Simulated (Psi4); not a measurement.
# UBHLYP/cc-pVTZ run of PH2 (SMILES [PH2])

Aim: the vertical doublet–quartet gap of PH2 at UBHLYP/cc-pVTZ, from 2 runs. 

Program for the calculation: Psi4 1.11.

1 further run of the same task is left out (set aside as unsound or not needed).

## 1. The structure to begin with

PH2: 3 atoms, total charge 0, spin state doublet. As SMILES, `[PH2]`. The shape is that of a PBE0-D4/def2-TZVP optimisation.

Bond lengths: P1–H2 1.424 Å, P1–H3 1.424 Å. Angles: H2–P1–H3 91.5°.

## 2. Energy and gradient at UBHLYP/cc-pVTZ

File input.dat:

```
memory 1600 MB

molecule system {
  0 2
  P      0.525730    -0.309370     0.258210
  H      0.114640     1.051490     0.176750
  H     -0.640370    -0.742120    -0.434970
  symmetry c1
}

set {
  basis cc-pVTZ
  reference uks
  puream true
  e_convergence 1e-09
  d_convergence 1e-08
  scf_type pk
  dft_radial_points 99
  dft_spherical_points 590
  maxiter 100
}

e_tot, wfn = gradient('bhhlyp', return_wfn=True)
oeprop(wfn, 'QUADRUPOLE', 'WIBERG_LOWDIN_INDICES', 'DIPOLE', title='BHHLYP')
print_variables()
```

Command:

```console
$ psi4 input.dat output.dat -n 1
```

output.dat (excerpt; [...] marks lines left out):

```text
[...]
  Running in c1 symmetry.
[...]
  Nuclear repulsion =   11.408385682516982
[...]
  Multiplicity = 2
[...]
  Nalpha       = 9
  Nbeta        = 8
[...]
    Number of basis functions: 62
[...]
   @UKS iter   1:  -342.49706940742101   -3.65337e-01   3.42335e-03 ADIIS/DIIS
[...]
   @UKS iter  10:  -342.51746307294235   -5.34328e-12   9.18849e-09 DIIS
[...]
   @S^2 Observed:                7.571567039E-01
[...]
    Orbital Energies [Eh]
    ---------------------
    Alpha Occupied:
       1A    -78.200818     2A     -6.926663     3A     -4.994923
       4A     -4.985439     5A     -4.982999     6A     -0.725978
       7A     -0.445121     8A     -0.362961     9A     -0.300305
    Alpha Virtual:
      10A      0.064014    11A      0.068850    12A      0.223046
      13A      0.226560    14A      0.306167    15A      0.307477
      16A      0.309258    17A      0.312966    18A      0.321677
      19A      0.399629    20A      0.462903    21A      0.570499
      22A      0.651110    23A      0.842278    24A      0.882496
      25A      0.911087    26A      0.958527    27A      1.115214
[...]
  @UKS Final Energy:  -342.51746307294235
   => Energetics <=
    Nuclear Repulsion Energy =             11.4083856825169825
    One-Electron Energy =                -495.6146743517726918
    Two-Electron Energy =                 153.9750682224755280
    DFT Exchange-Correlation Energy =     -12.2862426261622026
    Empirical Dispersion Energy =           0.0000000000000000
    VV10 Nonlocal Energy =                  0.0000000000000000
    Total Energy =                       -342.5174630729424052
[...]
  -Total Gradient:
     Atom            X                  Y                   Z
    ------   -----------------  -----------------  -----------------
       1        0.006157538773    -0.003271944724     0.000000000000
       2       -0.002056937538     0.003560620449    -0.000000000000
       3       -0.004100486143    -0.000288736838    -0.000000000000
[...]
 Multipole Moments:
 ------------------------------------------------------------------------------------
     Multipole            Electronic (a.u.)      Nuclear  (a.u.)        Total (a.u.)
 ------------------------------------------------------------------------------------
 L = 1.  Multiply by 2.5417464519 to convert [e a0] to [Debye]
 Dipole X            :          1.3865775           -1.5940472           -0.2074697
 Dipole Y            :         -0.7365259            0.8467280            0.1102021
 Dipole Z            :         -0.0000000            0.0000000           -0.0000000
 Magnitude           :                                                    0.2349216
 L = 2.  Multiply by 1.3450342976 to convert [e a0^2] to [Debye ang]
 Quadrupole XX       :        -17.8805233            6.6369240          -11.2435994
 Quadrupole XY       :          0.0115992            0.4212998            0.4328989
[...]
```

It took 15 s on 1 thread of Intel Xeon at 2.70GHz, shared host; peak memory 0.73 GiB.

## 3. The quartet at the same level

File h2p.xyz:

```xyz
3
H2P
P      0.525730    -0.309370     0.258210
H      0.114640     1.051490     0.176750
H     -0.640370    -0.742120    -0.434970
```

File h2p_ase.py:

```python
import numpy as np
from ase.calculators.psi4 import Psi4
from ase.io import read

atoms = read('h2p.xyz')
calc = Psi4(atoms=atoms, method='bhhlyp', basis='cc-pVTZ', memory='1600MB', num_threads=1, charge=0, multiplicity=4, label='h2p', reference='uks')
calc.psi4.set_options({'puream': True, 'e_convergence': 1e-09, 'd_convergence': 1e-08, 'scf_type': 'pk', 'dft_radial_points': 99, 'dft_spherical_points': 590, 'maxiter': 100})
atoms.calc = calc

forces = atoms.get_forces()
print(f'energy: {atoms.get_potential_energy():.6f} eV')
print('forces / eV A^-1')
print(np.round(forces, 5))
```

Command:

```console
$ python h2p_ase.py
```

h2p.dat (excerpt; [...] marks lines left out):

```text
[...]
  Running in c1 symmetry.
[...]
  Nuclear repulsion =   11.408385682516982
[...]
  Multiplicity = 4
[...]
  Nalpha       = 10
  Nbeta        = 7
[...]
    Number of basis functions: 62
[...]
   @UKS iter   1:  -342.27200182452901   -1.40269e-01   2.83673e-03 DIIS/ADIIS
[...]
   @UKS iter  10:  -342.28674783373259   -3.92220e-12   4.64729e-09 DIIS
[...]
   @S^2 Observed:                3.755077398E+00
[...]
  @UKS Final Energy:  -342.28674783373259
   => Energetics <=
    Nuclear Repulsion Energy =             11.4083856825169825
    One-Electron Energy =                -494.7302557245687353
    Two-Electron Energy =                 153.3121610636947310
    DFT Exchange-Correlation Energy =     -12.2770388553756096
    Empirical Dispersion Energy =           0.0000000000000000
    VV10 Nonlocal Energy =                  0.0000000000000000
    Total Energy =                       -342.2867478337326475
[...]
 Multipole Moments:
 ------------------------------------------------------------------------------------
     Multipole            Electronic (a.u.)      Nuclear  (a.u.)        Total (a.u.)
 ------------------------------------------------------------------------------------
 L = 1.  Multiply by 2.5417464519 to convert [e a0] to [Debye]
 Dipole X            :          1.4476158           -1.4325590            0.0150567
 Dipole Y            :         -0.8518695            0.8430008           -0.0088687
 Dipole Z            :          0.7109984           -0.7036042            0.0073942
 Magnitude           :                                                    0.0189745
[...]
  -Total Gradient:
     Atom            X                  Y                   Z
    ------   -----------------  -----------------  -----------------
       1       -0.031440094905     0.018502201955    -0.015441754375
       2        0.005604517056    -0.033282853045    -0.000474999388
       3        0.025835653401     0.014780606687     0.015916790876
[...]
```

On the terminal:

```text
energy: -9314.096826 eV
forces / eV A^-1
[[ 1.61671 -0.95142  0.79405]
 [-0.2882   1.71147  0.02443]
 [-1.32852 -0.76005 -0.81847]]
```

Run time: 16 s. Hardware: 1 thread of Intel Xeon at 2.70GHz, shared host; peak memory 0.77 GiB.

## 4. Results

At UBHLYP/cc-pVTZ:

```
                                        quantity          value
                           doublet: total energy  -342.51746 Eh
                          doublet: dipole moment         0.60 D
     doublet: HOMO energy (highest over α and β)       -8.17 eV
      doublet: LUMO energy (lowest over α and β)       -2.06 eV
                                   doublet: ⟨S²⟩          0.757
               doublet: largest force on an atom     0.359 eV/Å
                           quartet: total energy  -342.28675 Eh
                          quartet: dipole moment         0.05 D
     quartet: HOMO energy (highest over α and β)       -3.21 eV
                                   quartet: ⟨S²⟩          3.755
               quartet: largest force on an atom     2.037 eV/Å
vertical energy of the quartet above the doublet       6.278 eV
```

In words: At this shape the quartet lies 6.28 eV (606 kJ/mol) above the doublet. The largest force (doublet) is 0.36 eV/Å: the shape isn't a stationary point for this species at this level.
